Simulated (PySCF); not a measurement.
**One shape, several levels: C4H8F+ (SMILES C[CH+]C(C)F)**

Aim: a comparison of 6 runs (HF/STO-3G, HF/3-21G, B3LYP/6-31G*, TPSS/pcseg-1, r2SCAN/6-31G**, CCSD(T)/6-31G**) of C4H8F+. The job is set up through a Python script.

The calculation is run with PySCF 2.14.0.

## 1. Starting point

The species is C4H8F+ (13 atoms), meant as a singlet with charge +1. SMILES: `C[CH+]C(C)F`. The coordinates come from a GFN2-xTB relaxation. This is one conformer, not always the lowest.

Bond lengths: C1–C2 1.424 Å, C2–C3 1.442 Å, C3–C4 1.539 Å, C3–F5 1.356 Å, C1–H6 1.087 Å, C1–H7 1.105 Å, C1–H8 1.100 Å, C2–H9 1.091 Å, C3–H10 1.120 Å, C4–H11 1.084 Å, C4–H12 1.088 Å, C4–H13 1.087 Å. Some angles: C1–C2–C3 126.2°, C2–C3–C4 119.1°, C2–C3–F5 111.6°, C4–C3–F5 110.3°, C1–C2–H9 118.3°, C3–C2–H9 115.5°, C2–C1–H6 115.6°, C2–C1–H7 107.4°, C2–C1–H8 110.9°, C2–C3–H10 103.1°.

## 2. Energy and forces at HF/STO-3G (run 1)

calc.py

```python
import pyscf.grad
from pyscf import gto, scf

system = gto.M(
    atom='''
C     -1.374436    -1.970531     2.133444
C      0.872940    -0.602482     1.569474
C      1.110857     1.435209    -0.224178
C     -0.071904     1.140865    -2.864881
F      3.535621     2.242047    -0.418914
H     -3.070030    -1.333334     1.163523
H     -1.010078    -3.977307     1.689377
H     -1.669875    -2.097898     4.186386
H      2.596824    -1.093981     2.587111
H      0.052119     3.015927     0.704055
H     -2.058573     0.652806    -2.752405
H      0.953442    -0.320233    -3.883765
H      0.133093     2.908912    -3.889226
''',
    max_memory=1860,
    basis='sto-3g',
    unit='bohr',
    verbose=4,
    charge=1,
    spin=0,
)

hf = scf.RHF(system)
hf.conv_tol = 1e-10
hf.kernel()
if not hf.converged:
    hf = hf.newton().run(hf.mo_coeff, hf.mo_occ)

e_tot = hf.e_tot
print('E(%s) = %.9f' % ('HF', e_tot))
grad = hf.Gradients().kernel()
hf.analyze()
```

The run is started by

```console
OMP_NUM_THREADS=1 python calc.py
```

Output:

```text
PySCF version 2.14.0

[... 86 lines left out ...]
Two-electron Energy =                  263.864436208166126
[... 6 lines left out ...]
MO #3   energy= -11.3882047302274  occ= 2
[... 4 lines left out ...]
MO #8   energy= -1.20638222492886  occ= 2
[... 4 lines left out ...]
MO #13  energy= -0.831183763124038 occ= 2
[... 4 lines left out ...]
MO #18  energy= -0.708043109743022 occ= 2
[... 4 lines left out ...]
MO #23  energy= 0.353704411538504  occ= 0
[... 4 lines left out ...]
MO #28  energy= 0.475816477255586  occ= 0
[... 4 lines left out ...]
MO #33  energy= 0.610379239673184  occ= 0
[... 50 lines left out ...]
WARN: System has nonzero charge 1; the dipole moment is origin-dependent.
Location of origin: [0. 0. 0.]

Dipole moment(X, Y, Z, Debye): -0.07565, -1.61012,  3.00953
```

Run time: 3.3 s. Hardware: 1 thread of Intel Xeon at 2.70GHz, shared host; peak memory 0.12 GiB.

## 3. Energy and gradient at HF/3-21G (run 2)

calc.py

```python
# C[CH+]C(C)F
import pyscf.grad
from pyscf import gto, scf

mol = gto.Mole()
mol.atom = '''
C   -0.727320  -1.042760   1.128970
C    0.461940  -0.318820   0.830530
C    0.587840   0.759480  -0.118630
C   -0.038050   0.603720  -1.516030
F    1.870970   1.186440  -0.221680
H   -1.624590  -0.705570   0.615710
H   -0.534510  -2.104700   0.893980
H   -0.883660  -1.110160   2.215340
H    1.374180  -0.578910   1.369040
H    0.027580   1.595960   0.372570
H   -1.089350   0.345450  -1.456510
H    0.504540  -0.169460  -2.055200
H    0.070430   1.539330  -2.058090
'''
mol.verbose = 3
mol.spin = 0
mol.max_memory = 1860
mol.charge = 1
mol.basis = '3-21g'
mol.build()

mf = scf.RHF(mol)
mf.conv_tol = 1e-10
mf.kernel()
if not mf.converged:
    mf = mf.newton().run(mf.mo_coeff, mf.mo_occ)

e_tot = mf.e_tot
print(f'total energy: {e_tot:.8f} hartree')
grad = mf.Gradients().kernel()
mf.analyze()
```

The run is started by

```console
OMP_NUM_THREADS=1 python calc.py
```

Output:

```text
converged SCF energy = -253.845578142737
[... 14 lines left out ...]
MO #5   energy= -11.3668341134544  occ= 2
[... 7 lines left out ...]
MO #13  energy= -0.883594898512224 occ= 2
[... 7 lines left out ...]
MO #21  energy= -0.203971952801845 occ= 0
[... 7 lines left out ...]
MO #29  energy= 0.18458880249409   occ= 0
[... 7 lines left out ...]
MO #37  energy= 0.750972195517493  occ= 0
[... 7 lines left out ...]
MO #45  energy= 0.998518714850521  occ= 0
[... 7 lines left out ...]
MO #53  energy= 1.25262764523233   occ= 0
[... 7 lines left out ...]
MO #61  energy= 3.95155806031963   occ= 0
[... 15 lines left out ...]
WARN: System has nonzero charge 1; the dipole moment is origin-dependent.
Location of origin: [0. 0. 0.]

Dipole moment(X, Y, Z, Debye): -1.07565, -2.03514,  2.90542
```

Run time: 2.9 s. Hardware: 1 thread of Intel Xeon at 2.70GHz, shared host; peak memory 0.13 GiB.

Runs 3 to 5 aren't shown in full; the table further down has their settings and results.

## 4. The energy at CCSD(T)/6-31G(d,p) (spherical functions) (run 6)

mol.xyz

```xyz
13

C     -0.727320    -1.042760     1.128970
C      0.461940    -0.318820     0.830530
C      0.587840     0.759480    -0.118630
C     -0.038050     0.603720    -1.516030
F      1.870970     1.186440    -0.221680
H     -1.624590    -0.705570     0.615710
H     -0.534510    -2.104700     0.893980
H     -0.883660    -1.110160     2.215340
H      1.374180    -0.578910     1.369040
H      0.027580     1.595960     0.372570
H     -1.089350     0.345450    -1.456510
H      0.504540    -0.169460    -2.055200
H      0.070430     1.539330    -2.058090
```

run.py

```python
from pyscf import gto, cc

mol = gto.Mole()
mol.atom = 'mol.xyz'
mol.basis = '6-31g**'
mol.verbose = 4
mol.max_memory = 1860
mol.charge = 1
mol.build()

mf = mol.RHF()
mf.conv_tol = 1e-10
mf.kernel()
if not mf.converged:
    mf = mf.newton().run(mf.mo_coeff, mf.mo_occ)

mycc = cc.CCSD(mf, frozen=5)
mycc.kernel()
e_t = mycc.ccsd_t()
e_tot = mycc.e_tot + e_t
print('E(%s) = %.9f' % ('CCSD(T)', e_tot))
mf.analyze()
```

The run is started by

```console
OMP_NUM_THREADS=1 python run.py
```

Output:

```text
PySCF version 2.14.0

[... 108 lines left out ...]
Two-electron Energy =                  264.046469104591040
[... 15 lines left out ...]
MO #12  energy= -0.914460050186422 occ= 2
[... 13 lines left out ...]
MO #26  energy= 0.102369169964563  occ= 0
[... 13 lines left out ...]
MO #40  energy= 0.643985874393835  occ= 0
[... 13 lines left out ...]
MO #54  energy= 1.04096175811936   occ= 0
[... 13 lines left out ...]
MO #68  energy= 1.86617982212699   occ= 0
[... 13 lines left out ...]
MO #82  energy= 2.25553922148884   occ= 0
[... 13 lines left out ...]
MO #96  energy= 2.9220125038288    occ= 0
[... 13 lines left out ...]
MO #110 energy= 3.67113365576084   occ= 0
[... 127 lines left out ...]
WARN: System has nonzero charge 1; the dipole moment is origin-dependent.
Location of origin: [0. 0. 0.]

Dipole moment(X, Y, Z, Debye): -0.87490, -1.92142,  2.84578
```

Wall time 2.1 min (1 thread of Intel Xeon at 2.70GHz, shared host); peak memory 0.98 GiB.

## 5. The series

```
run                                  level  integration grid      task  energy (Eh)  HOMO energy (eV)  LUMO energy (eV)  HOMO–LUMO gap (eV)  wall time
  1                              HF/STO-3G                 –  gradient  -252.036387            -17.05             -4.03               13.03      3.3 s
  2                               HF/3-21G                 –  gradient  -253.845578            -18.77             -5.55               13.22      2.9 s
  3     B3LYP/6-31G* (spherical functions)                 5  gradient  -256.739994            -14.66             -9.68                4.97       42 s
  4                           TPSS/pcseg-1                 5  gradient  -256.727903            -13.67            -10.46                3.21    1.7 min
  5   r2SCAN/6-31G** (spherical functions)                 5  gradient  -256.604013            -13.65            -10.25                3.41    1.9 min
  6  CCSD(T)/6-31G** (spherical functions)                 –    energy  -256.043672            -18.85             -5.31               13.53    2.1 min
```

## 6. Summary of results

| quantity | value |
| --- | --- |
| run 6: total energy | -256.04367 Eh |
| run 6: HOMO energy (Hartree–Fock orbitals) | -18.85 eV |
| run 6: LUMO energy (Hartree–Fock orbitals) | -5.31 eV |
| run 6: HOMO–LUMO gap (Hartree–Fock orbitals) | 13.53 eV |
| run 6: correlation energy (5 core orbitals frozen) | -780.2 mEh |
| run 6: (T) correction | -21.42 mEh |
| run 6: T1 diagnostic | 0.015 |

Over runs 1, 2, 3, 4, 5 the HOMO–LUMO gap runs from 3.21 eV (TPSS/pcseg-1) to 13.22 eV (HF/3-21G). The two ends differ in method and basis. Totals of different functionals can't be ranked against each other. In run 1 the basis is minimal, so the values are rough. All runs together took 6.5 min, the longest 2.1 min.
